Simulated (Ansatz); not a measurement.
# BH₄O (doublet): from Hartree-Fock to the top rungs at distance B1–H4 along a hydrogen transfer = 1.286 Å, cc-pVDZ

How much of the correlation energy of BH₄O (doublet) does each wave-function method recover here?

Method: cc-pVDZ, correlated electrons: outside noble gas; program: Ansatz 0.2.0, Gaussian basis.

To be run: UHF; CCSD(T) on ROHF; CCSD(T) on UHF; BCCD(T) on ROHF; CISD; CCSDT(Q) on ROHF; CCSDT(Q) on UHF; CASSCF and MRCISD+Q, 3 electrons in 3 orbitals; CASSCF and NEVPT2, 3 electrons in 3 orbitals.

## Step 1: The system

The geometry derives from fragments relaxed apart (PBE0/def2-TZVP) and kept rigid, so it is no stationary point. A hydrogen atom is moved between rigid fragments.

6 atoms, charge 0, spin multiplicity 2.

Atoms are counted from 1 here; the program's logs count them from 0.

Bond lengths: B1–H2 1.193 Å, B1–H3 1.193 Å, B1–H4 1.286 Å, O5–H6 0.973 Å. Angles: H2–B1–H3 120.0°, H2–B1–H4 120.0°, H3–B1–H4 120.0°.

In the tables R marks a restricted open-shell determinant and U an unrestricted one; 'pair' is the active space of 3 electrons in 3 orbitals; correlation energies count from the lowest restricted Hartree-Fock solution.

## Step 2: UHF

in.yaml reads:

```yaml
crystal:
  periodic: [false, false, false]
  atoms:
    - {symbol: B, position_ang: [-1.572909, 0.030718, 0.000000]}
    - {symbol: H, position_ang: [-2.169642, 1.064290, 0.000000]}
    - {symbol: H, position_ang: [-2.169643, -1.002853, 0.000000]}
    - {symbol: H, position_ang: [-0.286909, 0.030718, 0.000000]}
    - {symbol: O, position_ang: [1.259091, 0.030718, 0.000000]}
    - {symbol: H, position_ang: [1.510950, -0.909232, 0.000000]}
basis:
  gaussian: {orbitals: cc-pVDZ}
magnetization: {spin_polarized: true, initial_magnetization: 1}
hamiltonian: {xc: hf}
output: {orbitals: {seedname: orbitals}}
```

Run with:

```
> ansatz run in.yaml --threads 1 --pin off --events-out ev --progress --plain --max-ram 2393MiB
```

Further steps of the session: CCSD(T) on ROHF; CCSD(T) on UHF; BCCD(T) on ROHF; CISD; CCSDT(Q) on ROHF; CCSDT(Q) on UHF; CASSCF and MRCISD+Q, 3 electrons in 3 orbitals; CASSCF and NEVPT2, 3 electrons in 3 orbitals.

Q: Predict the results of all the runs planned. Wanted: correlation energy, UCCSDT(Q); RMP2 from UCCSDT(Q); UMP2 from UCCSDT(Q); RCCSD from UCCSDT(Q); RCCSD(T) from UCCSDT(Q); UCCSD(T) from UCCSDT(Q); RCCSDT(Q) from UCCSDT(Q); NEVPT2 pair from UCCSDT(Q); MRCISD+Q pair from UCCSDT(Q).

**Answer**, as computed:

| quantity | value |
| --- | --- |
| correlation energy, UCCSDT(Q) | -8.2713 eV |
| RMP2 from UCCSDT(Q) | +1234.8 meV |
| UMP2 from UCCSDT(Q) | +1228.1 meV |
| RCCSD from UCCSDT(Q) | +162.8 meV |
| RCCSD(T) from UCCSDT(Q) | +32.7 meV |
| UCCSD(T) from UCCSDT(Q) | +32.5 meV |
| RCCSDT(Q) from UCCSDT(Q) | +0.7 meV |
| NEVPT2 pair from UCCSDT(Q) | +1180.0 meV |
| MRCISD+Q pair from UCCSDT(Q) | +69.6 meV |
| levels of the table within 1 kcal/mol (43 meV) | RCCSD(T), UCCSD(T), BCCD(T), RCCSDT, UCCSDT, RCCSDT(Q) |
| T1 diagnostic | 0.025 |

RCCSD(T) lands +32.7 meV from the yardstick (0.4 % of the correlation energy). Of the multireference levels listed MRCISD+Q pair comes nearest in total energy (+69.6 meV), which doesn't show that its space is the better one. These misses are within one basis, not against nature; the frozen cores of restricted and unrestricted runs differ, which can shift their rows.
